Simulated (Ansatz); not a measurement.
## Zn: computed properties

Method: DFT r2SCAN, scalar-relativistic, plane waves, PAW (Ansatz).

Plane waves to 500 eV, a k mesh through Γ of 18×18×8 on the computed 2-atom cell and Gaussian smearing (0.10 eV); no spin polarisation.

The structure is relaxed at this level of theory with its symmetry kept.

```cif
data_structure
_symmetry_space_group_name_H-M 'P6_3/mmc'
_symmetry_Int_Tables_number 194
_cell_length_a 2.5953
_cell_length_b 2.5953
_cell_length_c 4.9905
_cell_angle_alpha 90.000
_cell_angle_beta 90.000
_cell_angle_gamma 120.000
_cell_volume 29.11
loop_
_atom_site_label
_atom_site_type_symbol
_atom_site_symmetry_multiplicity
_atom_site_Wyckoff_symbol
_atom_site_fract_x
_atom_site_fract_y
_atom_site_fract_z
_atom_site_occupancy
Zn1 Zn 2 c 0.33333 0.66667 0.25000 1
```

(1) Formation energy from the elements' standard states (uncorrected)?

(2) Density of states at the Fermi level?

(3) Bulk modulus?

(4) Its pressure derivative?

(5) Bader charges (e)?

Answers

(1) -0.003 eV/atom.

(2) 0.37 states/eV per cell.

(3) 66 GPa.

(4) 3.0.

(5) Zn (2 in the cell) 0.00.

Cost: 6 runs of about 6.8 core-minutes in all, on Arm Neoverse V1 (shared hosts).